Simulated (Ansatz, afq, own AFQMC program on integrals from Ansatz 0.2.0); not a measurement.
# Where AFQMC and coupled cluster stand for Al2, singlet

```xyz
2

Al    0.0000    0.0000    0.0000
Al    0.0000    0.0000    3.0310
```

Basis cc-pVDZ. Only valence electrons are correlated. AFQMC by an in-house program on the Cholesky factors that Ansatz 0.2.0 writes for its CCSD(T) run. The CISD trial takes its coefficients from CCSD amplitudes. Released means that phaseless walkers are propagated on without the constraint, phases kept. Error bars are statistical, one sigma.

Determinant: RHF, the one that the program's search chose, which needn't be the lowest solution. The geometry is a point of a scan.

Full CI on the same integrals is exact in this basis and with this determinant's frozen core.

Cautions: another spin lies lower; restricted determinant unstable towards unrestricted (UHF 590 meV lower, ⟨S²⟩ 1.13); the released energies are still falling, so no released level is given (meV from the phaseless value at times in 1/Eh: -3.8 ± 2.0 at 0.24, -5.1 ± 2.0 at 0.51, -9.2 ± 2.0 at 0.99, -10.9 ± 1.7 at 1.62, -16 ± 3 at 2.40); CCSDTQ on the UHF determinant differs (230 meV lower), perhaps since the unrestricted series falls towards higher spin.

```
T1 diagnostic                               : 0.0189
weight of the determinant in the CISD state : 0.832
size of the correlated space                : 6 electrons in 26 orbitals
```

Reference: full CI, correlation energy -3.393 eV.

```
        level  E − E(reference) (mEh)  share of correlation (%)
           HF                  124.68                      0.00
          MP2                   41.77                     66.50
         CCSD                    5.69                     95.44
      CCSD(T)                    2.05                     98.35
        CCSDT                    0.72                     99.42
     CCSDT(Q)                    0.26                     99.79
       CCSDTQ                    0.04                     99.97
  ph-AFQMC/HF             0.66 ± 0.73                     99.47
ph-AFQMC/CISD             1.54 ± 0.10                     98.76
```

CCSDT and higher add their correlation energy to the determinant of the CCSD(T) run, since their own runs factorise the integrals more tightly (a shift of under 2 meV). A walk keeps the symmetry of its determinant, which the program's search chose and which needn't be the lowest solution, so a lower state of the same spin and another symmetry isn't excluded.
